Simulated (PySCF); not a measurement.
# C2H2F4 (1,1,1,2-tetrafluoroethane): the cost of one run

Programs: PySCF 2.14.0, with density-fitted response routines of our own. Each step states its level of theory. These are calculated values for one molecule in the gas phase, unless marked as measured. Atoms are numbered from 0 throughout.

## Step 1: The molecule as given

8 atoms, charge 0, multiplicity 1; geometry from: MMFF94s.

Bonds of the start (Å): F0–C1 1.36, C1–C2 1.51, C2–F3 1.35, C2–F4 1.35, C2–F5 1.36, C1–H6 1.09, C1–H7 1.09.

## Step 2: Geometry optimisation at PBE0-D3(BJ)/def2-SVP

Job settings and geometry (Å):

```
{"job": {"xc": "PBE0", "basis": "def2-SVP", "d3": "d3bj", "grid": 1, "kind": "geom"}, "charge": 0, "multiplicity": 1}
F     -1.299282    -1.215571    -0.047191
C     -0.776753     0.041680    -0.092571
C      0.725853     0.012846     0.082167
F      1.082584    -0.517313     1.272297
F      1.330981    -0.698741    -0.893640
F      1.229581     1.269957     0.034635
H     -1.247378     0.627258     0.701911
H     -1.045587     0.479883    -1.057608
```

Command:

```sh
$ OMP_NUM_THREADS=1 python probes_run.py task.json out
```

This one command runs all jobs of the session in turn.

Q: Estimate the wall time and peak memory of this first job on 1 thread of Arm Neoverse V1, shared host.

About 23 s, with a peak of 0.38 GiB.
